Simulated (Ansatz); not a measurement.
Process, species as SMILES: C#N (CH-N) → CHN+ (doublet, bonded as C#N) + e-
B3LYP-D3(BJ)/def2-TZVP geometries, fixed; electronic energies without zero-point terms.

Core correlation in the adiabatic ionisation energy at CCSD(T) with Ansatz (an electronic-structure program), in eV: frozen core against all electrons. Core-valence sets carry the plain set on hydrogen. Open shells are unrestricted.

| basis | functions, most | frozen core | all electrons | core term (second minus first) |
|---|---|---|---|---|
| cc-pVDZ | 33 | 13.146 | 13.155 | 0.010 |
| cc-pCVDZ | 41 | 13.160 | 13.171 | 0.010 |
| cc-pVTZ | 74 | 13.472 | 13.514 | 0.041 |
| cc-pCVTZ | 100 | 13.481 | 13.510 | 0.028 |
| cc-pwCVTZ | 100 | 13.487 | 13.520 | 0.033 |
| cc-pVQZ | 140 | 13.574 | 13.613 | 0.039 |
| cc-pwCVQZ | 198 | 13.578 | 13.615 | 0.037 |
| cc-pCVQZ | 198 | 13.576 | 13.611 | 0.035 |

The largest core-valence set, cc-pCVQZ, gives a core term of 0.035 eV; the valence set cc-pVQZ, which lacks functions for the core, gives 0.039.
